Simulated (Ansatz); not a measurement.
# 1,4-dioxane (C₄H₈O₂): up Jacob's ladder to CCSD(T)

An exercise on one series of results from a longer session: the logs are not shown, and one member is left open.

Method: functionals in def2-TZVPP, the program's frozen cores in correlated methods; program: Ansatz 0.2.0, Gaussian basis.

Plan: PBE-D4, r2SCAN-D4, PBE0-D4, B3LYP-D4, ωB97X-V, ωB97M-V, B2PLYP; CCSD(T)/def2-TZVPP; MP2/def2-QZVPP; extrapolation to the limit.

## The geometry

The geometry comes from an earlier relaxation with PBE0-D4 in a triple-zeta def2 set; it is a stationary point, not always the lowest conformer.

SMILES `C1COCCO1`, 14 atoms, charge 0, spin multiplicity 1.

Atoms are counted from 1 here; the program's logs count them from 0.

Bond lengths: C1–C2 1.509 Å, C1–O6 1.415 Å, C1–H7 1.093 Å, C1–H8 1.099 Å, C2–O3 1.415 Å, C2–H9 1.099 Å, C2–H10 1.093 Å, O3–C4 1.415 Å, C4–C5 1.509 Å, C4–H11 1.099 Å, C4–H12 1.093 Å, C5–O6 1.415 Å, C5–H13 1.099 Å, C5–H14 1.093 Å. Angles: C2–C1–O6 111.8°, C2–C1–H7 110.1°, C2–C1–H8 109.6°, O6–C1–H7 107.3°, O6–C1–H8 110.2°, H7–C1–H8 107.8°, C1–C2–O3 111.8°, C1–C2–H9 109.6°, C1–C2–H10 110.1°, O3–C2–H9 110.2°, O3–C2–H10 107.3°, H9–C2–H10 107.8°, C2–O3–C4 113.2°, O3–C4–C5 111.8°, O3–C4–H11 110.2°, O3–C4–H12 107.3°, C5–C4–H11 109.6°, C5–C4–H12 110.1° and more.

The first run:

Contents of in.yaml:

```yaml
crystal:
  periodic: [false, false, false]
  atoms:
    - {symbol: C, position_ang: [-1.209964, 0.300290, -0.536846]}
    - {symbol: C, position_ang: [-0.549573, 1.112100, 0.550833]}
    - {symbol: O, position_ang: [0.257463, 0.307120, 1.389673]}
    - {symbol: C, position_ang: [0.787485, -0.828457, 0.731995]}
    - {symbol: C, position_ang: [0.971960, -0.583900, -0.745976]}
    - {symbol: O, position_ang: [-0.257744, -0.307227, -1.389597]}
    - {symbol: H, position_ang: [-1.838972, 0.944229, -1.157208]}
    - {symbol: H, position_ang: [-1.855874, -0.465189, -0.084322]}
    - {symbol: H, position_ang: [0.053887, 1.911663, 0.098646]}
    - {symbol: H, position_ang: [-1.308192, 1.582268, 1.182175]}
    - {symbol: H, position_ang: [0.128452, -1.695044, 0.882418]}
    - {symbol: H, position_ang: [1.749857, -1.055480, 1.198331]}
    - {symbol: H, position_ang: [1.673886, 0.248261, -0.896758]}
    - {symbol: H, position_ang: [1.397338, -1.470635, -1.223384]}
basis:
  gaussian: {orbitals: def2-TZVPP}
hamiltonian: {xc: pbe, dispersion: d4}
output: {forces: true, orbitals: {seedname: orbitals}}
```

Command:

```sh
> ansatz run in.yaml --threads 2 --pin off --events-out ev --progress --plain --max-ram 32768MiB --backend cuda --devices 0, --max-vram 18GiB
```

Steps of the session up to this table: PBE-D4 (GGA); r2SCAN-D4 (meta-GGA); PBE0-D4 (hybrid); B3LYP-D4 (hybrid); ωB97X-V (range-separated); ωB97M-V (range-separated); B2PLYP (double hybrid); CCSD(T) in def2-TZVPP; MP2 in def2-QZVPP.

One table of the session follows, with a row left open; its other results are not shown here.

```
            method  atoms, summed (eV)  atomisation energy (kJ/mol)
            PBE-D4           -8304.919                       5801.0
         r2SCAN-D4           -8311.672                       5661.0
           PBE0-D4                   ?                            ?
          B3LYP-D4           -8317.097                       5636.6
           ωB97X-V           -8313.818                       5662.1
           ωB97M-V           -8312.882                       5663.6
            B2PLYP           -8310.380                       5582.2
     HF/def2-TZVPP           -8283.136                       4044.3
    MP2/def2-TZVPP           -8298.042                       5611.4
   CCSD/def2-TZVPP           -8301.167                       5416.7
CCSD(T)/def2-TZVPP           -8301.543                       5504.2
           MP2/CBS           -8300.880                       5750.2
       CCSD(T)/CBS           -8304.381                       5643.0
```

Estimate the missing values for PBE0-D4.

The run gave: atoms, summed (eV): -8306.738; atomisation energy (kJ/mol): 5684.5. In the column «atoms, summed (eV)» it lies between B2PLYP (-8310.380) and PBE-D4 (-8304.919).
